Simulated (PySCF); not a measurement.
How the functional moves excitation energies

ClH3Si.
Geometry (PBE0-D3(BJ)/def2-SVP, Å), atoms numbered from 1 in this order:
```xyz
5
ClH3Si angstrom
Si    -0.1202   -0.0054   -0.0114
Cl     1.9432    0.1024    0.0625
H     -0.5155   -1.0243   -1.0226
H     -0.6593    1.3286   -0.3946
H     -0.6309   -0.3957    1.3317
```

Linear-response calculations in the def2-SVPD basis (PySCF; singlets by full response, triplets Tamm–Dancoff, core orbitals frozen in the response; HF means time-dependent Hartree–Fock). 'Strongest' is the level of largest summed f among the singlets computed (6 and 10 roots, of which the last may lack a degenerate partner); it can jump between rows when another state enters that window. S1 is the lowest singlet of each run and needn't be the same state throughout; f(S1) is that of one state. Geometry: PBE0-D3(BJ)/def2-SVP; no solvent, vibrations or thermal averaging.

```
functional                               kind  S1 (eV)  f(S1)  strongest (eV)  T1 (eV)  HOMO (eV)  gap (eV)  ionisation energy, ΔSCF (eV)
       LDA                                LDA     6.52  0.010            8.01     6.22      -7.77      6.37                         11.24
       PBE                                GGA     6.67  0.011            8.11     6.32      -7.72      6.54                         11.17
     B3LYP  global hybrid, 20% exact exchange     7.10  0.014            8.64     6.73      -8.82      8.27                         11.47
      PBE0  global hybrid, 25% exact exchange     7.24  0.012            8.81     6.82      -9.08      8.75                         11.51
 BHandHLYP  global hybrid, 50% exact exchange     7.72  0.015            9.59     7.27     -10.32     10.81                         11.65
 CAM-B3LYP             range-separated hybrid     7.42  0.014            9.26     7.00     -10.44     11.05                         11.66
   LC-wPBE             range-separated hybrid     7.82  0.011            9.74     7.30     -11.87     13.60                         11.89
        HF                       Hartree–Fock     8.63  0.017           10.56     7.97     -12.34     14.54                   not settled
```

Task: What does wB97X-D (range-separated hybrid) give?

Result: S1 (eV) 7.50, f(S1) 0.013, strongest (eV) 8.70, T1 (eV) not run, HOMO (eV) -10.96, gap (eV) 12.37, ionisation energy, ΔSCF (eV) not run. S1 runs from 6.52 eV (LDA) to 8.63 eV (HF), a spread of 2.11 eV, while the orbital gap spreads over 8.2 eV. Along PBE (0%), B3LYP (20%), PBE0 (25%), BHandHLYP (50%), HF (100%) S1 rises with the share of exact exchange. −ε(HOMO) comes closest to its own ΔSCF ionisation energy with LC-wPBE (-0.03 eV) and misses most with LDA (-3.47 eV). 'Not settled' means that the ion's SCF failed to converge or may have ended in another state than the lowest.
